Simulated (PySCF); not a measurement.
Deuteron quadrupole couplings in `C[PH](C)(C)C`

Species: C4H13P.
Geometry (GFN2-xTB, Å), atoms numbered from 1 in this order:
```
atom  x, y, z in Å
C1    -0.1087   -0.3291    1.5868
P2     0.0193    0.0606   -0.2923
C3    -1.2618   -1.1753   -0.7547
C4     1.7984   -0.3958   -0.3844
C5    -0.4554    1.8243   -0.0777
H6    -1.1179   -0.1412    1.9568
H7     0.1332   -1.3743    1.7860
H8     0.5807    0.2908    2.1622
H9     0.1207    0.3669   -1.7706
H10   -0.7955   -1.8674   -1.4558
H11   -2.0439   -0.6357   -1.2888
H12   -1.6862   -1.7195    0.0856
H13    2.2282   -0.7246    0.5586
H14    1.8848   -1.1825   -1.1338
H15    2.3303    0.4796   -0.7571
H16   -0.6545    2.1150    0.9509
H17    0.3578    2.4226   -0.4885
H18   -1.3380    1.9918   -0.6949
```

Level: PBE0/pcSseg-1 (PySCF, non-relativistic); Q(2H) = 0.00286 b; rigid geometry, the same for H and D, with no vibrational averaging.

**Question.** Tabulate Vzz, the asymmetry η and χzz = 234.96 MHz × Q × Vzz for every hydrogen position.

**Answer.** 
```
atom  bonded to  bond length (Å)  Vzz (au)     η  χzz (kHz)
  H6         C1            1.091    0.3174  0.02        213
  H7         C1            1.091    0.3173  0.02        213
  H8         C1            1.091    0.3173  0.02        213
  H9         P2            1.513    0.0997  0.00         67
 H10         C3            1.090    0.3132  0.02        210
 H11         C3            1.090    0.3132  0.02        210
 H12         C3            1.087    0.3161  0.00        212
 H13         C4            1.087    0.3162  0.00        212
 H14         C4            1.090    0.3133  0.02        211
 H15         C4            1.090    0.3132  0.02        211
 H16         C5            1.087    0.3161  0.00        212
 H17         C5            1.090    0.3133  0.02        211
 H18         C5            1.090    0.3133  0.02        211
```

**Question.** Average by the element that carries the hydrogen.

**Answer.** on C: 212 kHz over 12 positions, mean bond length 1.090 Å; on P: 67 kHz over 1 position, mean bond length 1.513 Å.

**Question.** A static deuteron (I = 1) shows a doublet split by (3/2)χ, (3/4)χ(1 + η) and (3/4)χ(1 − η) with the field along z, y and x of the gradient. What are these for H7?

**Answer.** With |χ| = 213.2 kHz and η = 0.020: 320, 163 and 157 kHz, to first order and without motion.

Geometry: GFN2-xTB; no solvent, vibrations or thermal averaging. GFN2-xTB bond lengths can be off by several hundredths of an ångström, more for odd bonds, and the gradients follow them. These gradients aren't converged with respect to the basis.
